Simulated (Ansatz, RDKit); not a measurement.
System: methyl formate, C₂H₄O₂, charge 0, multiplicity 1. SMILES: COC=O

Atoms: C1, O2, O3, H4, C5, H6, H7, H8. Bonds: C1-O2, C1-O3, C1-H4, O3-C5, C5-H6, C5-H7, C5-H8.

Bond lengths (Å) and angles (degrees) optimised at UFF with RDKit; HF/STO-3G with Ansatz (a first-principles code); MP2/6-31G* with Ansatz, each started from the B3LYP-D3(BJ)/def2-TZVP structure (Ansatz) of the last column. A row stands for all coordinates that are equal there; 11 of 14 kinds are shown. 6-31G* holds six Cartesian d functions. No wavenumbers were computed at UFF, HF/STO-3G, MP2/6-31G*, so these may be saddle points.

| coordinate | UFF | HF/STO-3G | MP2/6-31G* | B3LYP-D3(BJ)/def2-TZVP |
|---|---|---|---|---|
| C1-O2 | 1.260 | 1.213 | 1.215 | 1.199 |
| C1-O3 | 1.397 | 1.388 | 1.347 | 1.337 |
| C1-H4 | 1.081 | 1.104 | 1.098 | 1.098 |
| O3-C5 | 1.423 | 1.438 | 1.444 | 1.440 |
| C5-H6 | 1.109 | 1.091 | 1.088 | 1.086 |
| C5-H7 | 1.111 | 1.094 | 1.091 | 1.089 |
| O2-C1-O3 | 121.1 | 124.8 | 125.7 | 125.9 |
| C1-O3-C5 | 122.5 | 112.1 | 113.9 | 115.7 |
| O2-C1-H4 | 119.5 | 125.7 | 125.1 | 125.0 |
| O3-C1-H4 | 119.4 | 109.5 | 109.1 | 109.1 |
| O3-C5-H6 | 109.2 | 106.8 | 105.1 | 105.6 |

Mean signed difference of all 7 bond lengths from B3LYP-D3(BJ)/def2-TZVP: UFF 0.022 Å, HF/STO-3G 0.012 Å, MP2/6-31G* 0.005 Å.
